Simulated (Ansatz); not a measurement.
**CHClSi (singlet): the correlation ladder at a displaced geometry (v1), cc-pVDZ**

The task here is to estimate one member of a computed series from the others.

Program: Ansatz 0.2.0, Gaussian basis. Level of theory: cc-pVDZ, core rule «outside noble gas», up to 11 orbitals frozen. These are calculated values, not measurements.

The runs, in order: UHF; CCSD(T) on RHF; CCSD(T) on UHF; BCCD(T) on RHF; CISD; CCSDT(Q) on RHF; CASSCF and MRCISD+Q, 8 electrons in 8 orbitals; CASSCF and MRCISD+Q(relaxed), 8 electrons in 8 orbitals; CASSCF and NEVPT2, 8 electrons in 8 orbitals.

11 further runs of the same task are left out: 3 that didn't finish, 8 set aside as unsound or not needed. Runs told in other sessions of the task aren't counted.

### The system

The geometry is a PBE0/def2-TZVP stationary point (not a proven minimum) with its atoms shifted at random (size 0.040 Å).

4 atoms, charge 0, spin multiplicity 1.

Atoms are counted from 1 here; the program's logs count them from 0.

Bond lengths: Cl1–C2 1.805 Å, C2–Si3 1.696 Å, C2–H4 1.073 Å. Angles: Cl1–C2–Si3 94.9°, Cl1–C2–H4 114.0°, Si3–C2–H4 151.0°.

The first run:

in.yaml reads:

```yaml
crystal:
  periodic: [false, false, false]
  atoms:
    - {symbol: Cl, position_ang: [-0.016427, -0.209292, 1.175393]}
    - {symbol: C, position_ang: [-0.017260, 0.966265, -0.194139]}
    - {symbol: Si, position_ang: [0.030704, -0.220556, -1.404738]}
    - {symbol: H, position_ang: [-0.072073, 1.993097, 0.112421]}
basis:
  gaussian: {orbitals: cc-pVDZ}
magnetization: {spin_polarized: true, initial_magnetization: 0}
hamiltonian: {xc: hf}
output: {orbitals: {seedname: orbitals}}
```

On the command line:

```bash
$ ansatz run in.yaml --threads 1 --pin off --events-out ev --progress --plain --max-ram 2393MiB
```

Steps of the session up to this table: UHF; CCSD(T) on RHF; CCSD(T) on UHF; BCCD(T) on RHF; CISD; CCSDT(Q) on RHF; CASSCF and MRCISD+Q, 8 electrons in 8 orbitals; CASSCF and MRCISD+Q(relaxed), 8 electrons in 8 orbitals; CASSCF and NEVPT2, 8 electrons in 8 orbitals.

One of the session's tables, all rows but one given; the rest of the session is left out.

```
                    method  from RCCSDT(Q) (meV)
                       RHF              +10822.6
                       UHF              +10757.3
                      RMP2               +1348.5
                      CISD               +1721.8
                     RCCSD                +464.2
                  RCCSD(T)                 +65.6
                   BCCD(T)                 +64.8
                    RCCSDT                 +40.1
                 RCCSDT(Q)                     0
           CASSCF frontier               +8289.9
           NEVPT2 frontier               +1385.5
           MRCISD frontier                     ?
         MRCISD+Q frontier                +148.9
MRCISD+Q(relaxed) frontier                +108.5
```

Estimate the missing values for MRCISD frontier.

**Answer.** from RCCSDT(Q) (meV): +973.6. In the column «from RCCSDT(Q) (meV)» it lies between RCCSD (+464.2) and RMP2 (+1348.5).

Not comparable, so not listed: CCSD(T) on UHF (they don't share determinant, frozen orbitals or solution with the rows shown, or repeat one).

Limits of these values: Warnings: restricted reference is unstable; spin contamination.
